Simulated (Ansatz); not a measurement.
# SiH (SMILES [SiH]) at UMP2/6-311G(d,p)

What is the vertical doublet–quartet gap of SiH at UMP2/6-311G**? 

The calculation is run with Ansatz 0.2.0.

66 further runs of the same task are left out: 2 that didn't finish, 64 set aside as unsound or not needed.

**1. The molecule**

SiH: 2 atoms, total charge 0, spin state doublet. SMILES: `[SiH]`. The coordinates come from a GFN2-xTB relaxation.

Bond lengths: Si1–H2 1.517 Å.

**2. The energy at UMP2/6-311G(d,p)**

input.yaml reads:

```yaml
crystal:
  periodic: [false, false, false]
  atoms:
    - {symbol: Si, position_ang: [0.000000, 0.000000, 0.000000]}
    - {symbol: H, position_ang: [0.000000, 0.000000, 1.516560]}
basis:
  gaussian:
    orbitals: 6-311G_st__st_-spherical.json
magnetization:
  spin_polarized: true
  initial_magnetization: 1
correlation:
  method: mp2
  frozen_orbitals: {H: 0, Si: 5}
accuracy: high
```

The basis set 6-311G** is read from a file made from the Basis Set Exchange's data (not shown).

Run with:

```
$ ansatz run input.yaml --threads 1 --pin off --max-ram 2610MiB --events-out events.jsonl --progress --plain --runs-dir runs
```

What it wrote:

```text
Warning: RAYON_NUM_THREADS=1 ignored (pool sized by the plan → 1); use --threads N
Functional definition: HF
  name "HF"
  exchange = exact_x
  correlation = 0
456 factors; integrals over basis functions are off by at most 4.1e-9 eV
mean field evaluation 1: about -7875.4759 eV, gradient 5.1e0 eV
mean field evaluation 2: about -7875.4770 eV, gradient 5.1e0 eV
mean field evaluation 4: about -7875.8121 eV, gradient 4.6e-1 eV
mean field evaluation 8: about -7875.8151 eV, gradient 7.1e-4 eV
mean field evaluation 16: about -7875.8150 eV, gradient 2.8e-2 eV
mean field evaluation 32: about -7875.8074 eV, gradient 1.8e-1 eV
mean field -7875.81505028 eV, -289.4308646786 hartree, gradient 4.9e-8 eV, S^2 0.760891; 4 other end points of the search recorded, 0 dependent functions left out
5 core orbitals not correlated: weight in the atoms' cores, before any rotation towards them, 1.000 or more for the frozen orbitals, at most 0.000 for the correlated occupied ones
reference -7875.81505028 eV, -289.4308646786 hartree; 3, 2 occupied and 24, 25 virtual orbitals, 456 factors
second order -1.74071446 eV of doubles, -0.00000000 eV of singles
Total energy: -7877.55576474 eV, -289.4948347550 hartree
```

Wall time 0.2 s (1 thread of Arm Neoverse V2, shared host).

**3. The quartet**

input.yaml: that of step 2 with these lines changed.

```diff
@@ -10,3 +10,3 @@
   spin_polarized: true
-  initial_magnetization: 1
+  initial_magnetization: 3
 correlation:
```

The basis set 6-311G** is read from a file made from the Basis Set Exchange's data (not shown).

Run with:

```
$ ansatz run input.yaml --threads 1 --pin off --max-ram 2610MiB --events-out events.jsonl --progress --plain --runs-dir runs
```

What it wrote:

```text
Warning: RAYON_NUM_THREADS=1 ignored (pool sized by the plan → 1); use --threads N
[... 4 set-up lines as earlier in the session ...]
456 factors; integrals over basis functions are off by at most 4.1e-9 eV
mean field evaluation 1: about -7874.2660 eV, gradient 5.7e0 eV
mean field evaluation 2: about -7874.2707 eV, gradient 5.7e0 eV
mean field evaluation 4: about -7874.8350 eV, gradient 9.9e-1 eV
mean field evaluation 8: about -7874.8822 eV, gradient 1.2e-1 eV
mean field -7874.88277605 eV, -289.3966042326 hartree, gradient 1.4e-8 eV, S^2 3.752365; 0 other end points of the search recorded, 0 dependent functions left out
5 core orbitals not correlated: weight in the atoms' cores, before any rotation towards them, 1.000 or more for the frozen orbitals, at most 0.000 for the correlated occupied ones
reference -7874.88277605 eV, -289.3966042326 hartree; 4, 1 occupied and 23, 26 virtual orbitals, 456 factors
second order -1.31098476 eV of doubles, -0.00000000 eV of singles
Total energy: -7876.19376081 eV, -289.4447820341 hartree
```

Wall time 0.14 s (1 thread of Arm Neoverse V2, shared host).

**4. Results**

At UMP2/6-311G**, 5 core orbitals frozen:

| quantity | value |
| --- | --- |
| doublet: total energy | -289.49483 Eh |
| doublet: correlation energy (5 core orbitals frozen) | -64.0 mEh |
| doublet: ⟨S²⟩ of the reference determinant | 0.761 |
| quartet: total energy | -289.44478 Eh |
| quartet: correlation energy (5 core orbitals frozen) | -48.2 mEh |
| quartet: ⟨S²⟩ of the reference determinant | 3.752 |
| vertical energy of the quartet above the doublet | 1.362 eV |

**Reading.** At this shape the quartet lies 1.36 eV (131 kJ/mol) above the doublet.
